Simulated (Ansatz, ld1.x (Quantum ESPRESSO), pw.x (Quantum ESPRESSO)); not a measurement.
**La (Z = 57): one change to the TM potential, in the atom and in the diamond crystal**

```json
{
 "Element": "lanthanum (La)",
 "Generator": "ld1.x (Quantum ESPRESSO) 7.5",
 "Type": "norm-conserving Troullier–Martins (Kleinman–Bylander form)",
 "Functional": "LDA (PW92)",
 "Relativity": "scalar-relativistic",
 "Frozen core": "[Xe]",
 "Valence charge": "3",
 "Reference configuration": "4f0 5d1 6s2 6p0",
 "Partial waves": "6s (bound): rc 2.75 bohr; 6p (bound, empty): rc 4.20 bohr; 5d (bound): rc 4.05 bohr; 4f (bound, empty): rc 1.35 bohr",
 "Local potential": "all-electron potential smoothed inside 3.70 bohr (lloc = -1)",
 "Core correction": "Bessel-smoothed model core inside 1.05 bohr"
}
```

Change: local potential all-electron potential smoothed inside 3.24 bohr (lloc = -1).

Cutoffs, loose and tight: the cutoffs (Ry, on a coarse ladder) from which the occupation-weighted sum of valence levels, in a spherical-Bessel basis at the reference potential, stays within 10 and 1 mRy of its value at 400 Ry. They do not see the model core or the augmentation charge, which bear on the density cutoff. Test errors are all-electron minus pseudo excitation energies from the reference, over the configurations 4f0 5d1 6s1 6p0; 4f0 5d1 6s0 6p0; 4f0 5d1 6s1.5 6p0; 4f1 5d0 6s1 6p0; 4f1 5d0 6s2 6p0; 4f1 5d1 6s0 6p0; 4f0 5d0 6s2 6p1 (two spin-polarised tests are not counted in the largest error); variants that change the core or the reference have their own tests.

Crystal test: diamond La in pw.x 7.5, no spin, 8³ k-points, Fermi–Dirac smearing 0.01 Ry, cutoffs set for each file from its atomic test. The reference is all-electron LAPW (Ansatz 0.2.0) with the same functional, mesh and smearing; V0 and B0 come from Birch–Murnaghan fits to the pressures at five volumes. Errors are pseudo minus all-electron; Δ is the rms difference of the E(V) curves that follow from these fits, minima aligned, over ±6 % about the mean V0. Mesh and smearing are coarse, so the numbers serve the comparison and aren't converged zero-temperature values; the lattice is a test structure that the element need not adopt.

All-electron: a0 = 6.525 Å (V0 = 34.72 Å³/atom), B0 = 56.8 GPa.

Problem. Does the change bring the crystal closer to the all-electron result?

Solution. The mean pressure error goes from -14.00 to -10.61 GPa, so the change moves the solid closer to the all-electron pressures. Neither pressure curve crosses zero within the volumes sampled, so no fits are given.

| quantity | base | changed |
| --- | --- | --- |
| outcome (atom) | generated | generated |
| cutoff, loose (atom) | 10 Ry | 10 Ry |
| cutoff, tight (atom) | 30 Ry | 30 Ry |
| bound ghosts (atom) | s | s |
| largest test error (meV) (atom) | +75 over the solved tests; 4 of 9 tests not solved or not reliable | -149 over the solved tests; 3 of 9 tests not solved or not reliable |
| cutoffs in pw.x (Ry) | 50/200 | 50/200 |
| mean pressure error (GPa) | -14.00 | -10.61 |

Base: The largest radius (4.20 bohr) exceeds half the bond length (2.67 bohr), so the spheres overlap, which is one possible source of error among others. This is a poor potential for the solid. The free energy does not fall steadily as the cutoff rises, most likely since the density grid, which shrinks with it, is too coarse for the model core; the lower cutoffs are not converged. The pseudo pressure rises with volume over the whole range, a mechanical instability. Note: ghost state, extra bound levels that the all-electron valence spectrum of the same l lacks: s at -1.41 eV. A true bound ghost makes a file unfit for plane-wave use. Atomic configuration tests: 4 of 9 tests not solved or not reliable. The logarithmic derivative shows an extra or strongly shifted pseudo pole above the reference energy (s near -0.12 Ry, p near 1.38 Ry). The cutoffs count occupied waves only; the empty 4f level needs 160 Ry at the loose tolerance. Changed file: The largest radius (4.20 bohr) exceeds half the bond length (2.67 bohr), so the spheres overlap, which is one possible source of error among others. This is a poor potential for the solid. The free energy does not fall steadily as the cutoff rises, most likely since the density grid, which shrinks with it, is too coarse for the model core; the lower cutoffs are not converged. The pseudo pressure rises with volume over the whole range, a mechanical instability. Note: ghost state, extra bound levels that the all-electron valence spectrum of the same l lacks: s at -8.3 eV. A true bound ghost makes a file unfit for plane-wave use. Atomic configuration tests: 3 of 9 tests not solved or not reliable. The logarithmic derivative shows an extra or strongly shifted pseudo pole above the reference energy (p near 0.27 Ry). The cutoffs count occupied waves only; the empty 4f level needs 160 Ry at the loose tolerance. The atomic cutoffs weigh occupied waves only.
